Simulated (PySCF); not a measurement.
**Atomic charges against the basis set**

Species: 4-chlorobutanal, C4H7ClO.
Cartesian coordinates in Å at the PBE0-D3(BJ)/def2-SVP level; atoms count from 1:
```
atom  x, y, z in Å
O1    -1.9004   -0.4201   -1.0129
C2    -1.7822   -0.1264    0.1479
C3    -0.5316    0.4264    0.7682
C4     0.6332    0.5846   -0.1931
C5     1.2160   -0.7249   -0.6859
Cl6    1.8614   -1.7204    0.6613
H7    -2.6428   -0.2491    0.8569
H8    -0.8047    1.3914    1.2325
H9    -0.2581   -0.2291    1.6154
H10    1.4281    1.1765    0.2868
H11    0.3002    1.1459   -1.0823
H12    2.0539   -0.5491   -1.3733
H13    0.4578   -1.3294   -1.1993
```

PBE0 throughout (PySCF), one geometry, spherical d and f functions. Geometry: PBE0-D3(BJ)/def2-SVP, one conformer, isolated molecule. The first 7 of 10 kinds of atom are listed.

Mulliken charges (e):

```csv
basis,functions,O1,C2,C3,C4,C5,Cl6,H7
STO-3G,41,-0.186,+0.099,-0.170,-0.138,-0.116,-0.166,+0.061
6-31G,72,-0.383,+0.223,-0.421,-0.313,-0.532,-0.014,+0.143
pcSseg-0,72,-0.454,+0.277,-0.613,-0.469,-0.600,-0.061,+0.213
6-31G*,102,-0.376,+0.238,-0.436,-0.331,-0.441,-0.084,+0.136
def2-SVP,123,-0.225,+0.134,-0.107,-0.053,-0.043,-0.187,+0.027
cc-pVDZ,123,-0.207,+0.157,-0.123,-0.047,-0.098,-0.147,+0.014
aug-cc-pVDZ,205,-0.526,+0.629,+0.318,+0.641,+0.056,-0.099,-0.190
"6-311+G(2d,p)",212,-0.353,+0.055,-0.180,-0.260,-0.367,-0.048,+0.111
def2-TZVP,234,-0.285,+0.085,-0.188,-0.180,-0.174,-0.177,+0.085
cc-pVTZ,282,-0.258,+0.127,-0.184,-0.183,-0.118,-0.182,+0.069
IGLO-III,289,-0.403,+0.253,-0.202,-0.176,-0.336,-0.035,+0.072
pcSseg-2,321,-0.374,+0.258,-0.008,-0.098,+0.018,-0.188,+0.014
```

IAO charges (e):

```
        basis  functions      O1      C2      C3      C4      C5     Cl6      H7
       STO-3G         41  -0.184  +0.083  -0.299  -0.257  -0.257  -0.088  +0.095
        6-31G         72  -0.368  +0.223  -0.322  -0.266  -0.257  -0.134  +0.111
     pcSseg-0         72  -0.359  +0.224  -0.329  -0.270  -0.261  -0.125  +0.105
       6-31G*        102  -0.389  +0.267  -0.314  -0.254  -0.235  -0.131  +0.095
     def2-SVP        123  -0.384  +0.266  -0.309  -0.249  -0.225  -0.125  +0.091
      cc-pVDZ        123  -0.384  +0.265  -0.314  -0.255  -0.229  -0.132  +0.094
  aug-cc-pVDZ        205  -0.404  +0.273  -0.319  -0.261  -0.231  -0.138  +0.100
6-311+G(2d,p)        212  -0.405  +0.274  -0.321  -0.262  -0.237  -0.133  +0.101
    def2-TZVP        234  -0.404  +0.275  -0.321  -0.262  -0.238  -0.130  +0.099
      cc-pVTZ        282  -0.401  +0.274  -0.322  -0.262  -0.237  -0.132  +0.099
     IGLO-III        289  -0.406  +0.274  -0.322  -0.262  -0.240  -0.128  +0.101
     pcSseg-2        321  -0.405  +0.275  -0.322  -0.262  -0.238  -0.131  +0.100
```

Task: Which scheme is steadiest as the basis changes?

Result: Largest range over the bases for any column: IAO 0.22 e, Mulliken 1.11 e. IAO charges move least and Mulliken charges most, counted in e. Without the minimal STO-3G basis the ranges are IAO 0.05, Mulliken 1.11 e.

Task: How much do the charges still move between the two largest bases, IGLO-III and pcSseg-2?

Result: At most, over all atoms: Mulliken 0.354 e, IAO 0.004 e.

Task: What do the same runs give for the total energy, the frontier levels and the dipole moment?

Result: 
```tsv
basis	energy (Eh)	HOMO (eV)	LUMO (eV)	μ (D)
STO-3G	-683.7336	-4.60	2.48	1.93
6-31G	-691.5281	-7.47	-0.69	2.42
pcSseg-0	-690.5656	-7.65	-0.83	2.40
6-31G*	-691.6123	-7.39	-0.47	2.22
def2-SVP	-691.3219	-7.49	-0.62	2.09
cc-pVDZ	-691.6551	-7.40	-0.54	2.12
aug-cc-pVDZ	-691.6733	-7.61	-0.91	2.28
6-311+G(2d,p)	-691.7174	-7.65	-0.91	2.31
def2-TZVP	-691.7367	-7.61	-0.82	2.23
cc-pVTZ	-691.7373	-7.58	-0.76	2.21
IGLO-III	-691.7387	-7.61	-0.87	2.21
pcSseg-2	-691.7466	-7.65	-0.88	2.29
```

The dipole is fixed by the density alone, so its range of 0.49 D shows that the density itself changes with the basis, not only its division among atoms.
